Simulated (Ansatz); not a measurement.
Geometry optimisation, RKS BLYP-D4/cc-pVDZ in Ansatz.

Input:

```yaml
crystal:
  periodic: [false, false, false]
  atoms:
    - { symbol: C, position_ang: [-1.5266, -1.2852, -0.066] }
    - { symbol: C, position_ang: [-0.4484, -0.6156, 0.2777] }
    - { symbol: C, position_ang: [0.8496, -1.3148, 0.3115] }
    - { symbol: S, position_ang: [-0.4384, 1.0686, 0.7632] }
    - { symbol: C, position_ang: [0.355, 1.8231, -0.5544] }
    - { symbol: "N", position_ang: [0.6721, 3.0879, -0.4166] }
    - { symbol: H, position_ang: [-2.5108, -0.734, -0.0839] }
    - { symbol: H, position_ang: [-1.5346, -2.2699, -0.3728] }
    - { symbol: H, position_ang: [1.3181, -1.2435, 1.3726] }
    - { symbol: H, position_ang: [0.7912, -2.3757, 0.0909] }
    - { symbol: H, position_ang: [1.578, -0.8677, -0.3605] }
    - { symbol: H, position_ang: [0.6387, 1.2759, -1.4294] }
    - { symbol: H, position_ang: [0.2766, 3.4163, 0.4824] }
basis:
  gaussian: { orbitals: cc-pVDZ }
hamiltonian:
  xc: blyp
  dispersion: d4
relax:
  f_tol: 0.015
  max_steps: 40
output:
  orbitals: {}
```

Run as:

```bash
$ ansatz run input.yaml --threads 2 --pin off --max-ram 3072MiB --backend cpu --events-out ev --progress --plain --runs-dir out
```

**Question.** Where does it end, and by what steps?

**Answer.** The forces met the threshold. After 10 steps the energy has fallen by 0.617 eV; H13 moved furthest, 0.27 Å.

```tsv
step	energy less start (eV)	largest force component (eV/Å)	accepted
0	0.0000	3.185	yes
1	-0.3755	2.540	yes
2	-0.4748	2.126	yes
3	-0.5696	0.901	yes
4	-0.6126	0.246	yes
5	-0.6139	0.295	yes
6	-0.6161	0.064	yes
7	-0.6163	0.023	yes
8	-0.6165	0.027	yes
9	-0.6167	0.016	yes
10	-0.6167	0.014	yes
```

```xyz
13
Properties=species:S:1:pos:R:3
C -1.619 -1.338 -0.066
C -0.485 -0.683 0.257
C 0.890 -1.308 0.305
S -0.611 1.052 0.797
C 0.399 1.895 -0.459
N 0.755 3.124 -0.466
H -2.594 -0.835 -0.086
H -1.589 -2.412 -0.307
H 1.304 -1.266 1.334
H 0.857 -2.364 -0.028
H 1.606 -0.761 -0.344
H 0.686 1.236 -1.304
H 0.421 3.624 0.382
```

Time of the run: 19 s on 2 threads of Intel(R) Xeon(R) 6975P-C (Granite Rapids) (shared host), peak memory 0.19 GiB.
